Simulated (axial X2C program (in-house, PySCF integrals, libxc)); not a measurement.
**What spin–orbit coupling does to SN**

Calculated with an in-house relativistic program for diatomic molecules. Spin-free means the one-electron spin-free X2C Hamiltonian; two-component (2c) means X2C with spin–orbit coupling and atomic mean-field two-electron Coulomb and Gaunt terms, so the difference of the two also holds small scalar two-electron terms. Basis: S dyall-av3z [9s8p3d2f], N dyall-av3z [7s7p3d2f] (cores contracted in-house); Gaussian nuclei, density fitting, unrestricted open shells. Masses: S 31.972 u, N 14.003 u.

Spin-free state: M_S = 1/2, Λ = 1 (beyond evenly filled blocks: π+α); fragments S + N.

| level | Re (Å) | ωe (cm⁻¹) | De (eV) | μ (D) |
| --- | --- | --- | --- | --- |
| PBE0 | 1.493 | 1278.8 | 4.714 | -1.78 |
| HF | 1.531 | 908.0 | 1.112 | -1.36 |
| BLYP | 1.519 | 1170.2 | 5.246 | -1.79 |

Dipoles are positive if N is the positive end.

Q: Within this multiplet, which Ω should lie lowest by the rule for regular and inverted multiplets?

A: The open π shell holds one electron, so the multiplet is regular: Ω = Λ − 1/2 = 1/2. The PBE0 2c search agrees, though Ω = 3/2 of the search lies only 0.03 eV higher.

Two-component determinant lowest at the distance of the search:

Ω = 1/2 (⟨Sz⟩ = -0.50, ⟨Lz⟩ = 1.00 at PBE0); fragments S + N.

```csv
level,Re (Å),ωe (cm⁻¹),De (eV),μ (D)
PBE0,1.493,1277.7,4.730,-1.79
HF,1.532,908.5,1.132,-1.36
BLYP,1.520,1169.5,5.261,-1.80
```

Q: From the two tables, how do the constants change at the PBE0 level (2c against spin-free)?

A: At the PBE0 level Re is unchanged within 0.001 Å and ωe decreases by 1.1 cm⁻¹; De is not compared, since the atomic limits differ or miss part of their spin–orbit lowering.

The state is a single determinant with fixed occupations, the lowest that a limited PBE0 search found. De is counted from the lowest determinant-based energies of the atoms at the same level, without counterpoise correction. Density functionals use the spin component along the axis (collinear). A 2c atom that is not at its ground J level misses part of its spin–orbit lowering, and De is too large by that part (0.04 eV or less for light atoms). This holds for PBE0, BLYP. The functionals have no current-density term, which raises determinants with orbital currents, atoms included. The determinant is spin-polarised beyond a pure state at some levels (its spin-free form has ⟨S²⟩ too high), which makes Re and μ there less reliable.
